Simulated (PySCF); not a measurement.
N-methylmethanimine, C2H5N.
SMILES with atom numbers: `[CH2:1]=[N:2][CH3:3]` (hydrogens: H4, H5 on C1; H6, H7, H8 on C3)

Geometry (PBE0-D3(BJ)/def2-SVP, Å), atoms numbered from 1 in this order:
```
atom  x, y, z in Å
C1     1.1706   -0.2615    0.5345
N2     0.0888   -0.7628    0.1234
C3    -0.9270    0.1163   -0.3799
H4     1.9615   -0.9189    0.9244
H5     1.3826    0.8285    0.5252
H6    -0.6533    1.1910   -0.3576
H7    -1.1712   -0.1668   -1.4167
H8    -1.8519   -0.0258    0.2024
```

The closed-shell ground state was solved at several levels (PySCF, density fitting, gas phase, non-relativistic).

```
              level  basis functions  HOMO (eV)  LUMO (eV)  gap (eV)  dipole (D)
          PBE/pcJ-1              131      -5.77      -1.33      4.44        1.37
       HF/def2-SVPD              100     -11.11       2.77     13.88        1.72
      LDA/def2-SVPD              100      -5.91      -1.72      4.19        1.44
        B3LYP/pcJ-0               54      -6.67      -0.27      6.40        1.52
B3LYP/aug-cc-pVTZ-J              238      -7.17      -0.77      6.40        1.48
        B3LYP/pcJ-2              273      -7.15      -0.67      6.48        1.48
       B3LYP/6-31G*               52      -6.81      -0.03      6.78        1.38
     PBE0/def2-SVPD              100      -7.34      -0.35      6.99        1.50
      PBE/def2-SVPD              100      -5.86      -1.50      4.36        1.38
      B3LYP/cc-pVTZ              160      -7.08      -0.49      6.59        1.39
          KT2/pcJ-1              131      -5.95      -1.25      4.70        1.35
    B3LYP/def2-SVPD              100      -7.12      -0.64      6.48        1.49
```

Task: Estimate the row for LDA/pcJ-1, a basis of 131 functions; the other rows only guide the guess.

Result: HOMO -5.83 eV, LUMO -1.56 eV, gap 4.27 eV, dipole 1.42 D.

Task: Over all these levels, which gives the widest orbital gap and which the narrowest?

Result: HF/def2-SVPD (Hartree–Fock, all exact exchange) has the widest, 13.88 eV, and LDA/def2-SVPD (LDA) the narrowest, 4.19 eV. The two share the basis. From the narrowest to the widest the HOMO moves by -5.20 eV and the LUMO by +4.49 eV. The HOMO need not be the same orbital at Hartree–Fock and at DFT levels.

Task: How much does the basis alone move the frontier levels among the 6 B3LYP rows?

Result: The HOMO by 0.50 eV and the LUMO by 0.74 eV. By rising basis size (HOMO, LUMO in eV): 6-31G* -6.81, -0.03; pcJ-0 -6.67, -0.27; def2-SVPD -7.12, -0.64; cc-pVTZ -7.08, -0.49; aug-cc-pVTZ-J -7.17, -0.77; pcJ-2 -7.15, -0.67.

Task: In the def2-SVPD basis, how does the gap go with the fixed share of exact exchange?

Result: LDA (0 %) 4.19 eV; PBE (0 %) 4.36 eV; B3LYP (20 %) 6.48 eV; PBE0 (25 %) 6.99 eV; HF (100 %) 13.88 eV. Each rise in the share widens the gap here.

Task: How far do the dipole and the HOMO energy spread over the levels?

Result: The dipole runs from 1.35 to 1.72 D (mean 1.46 D) and the HOMO from -11.11 to -5.77 eV.
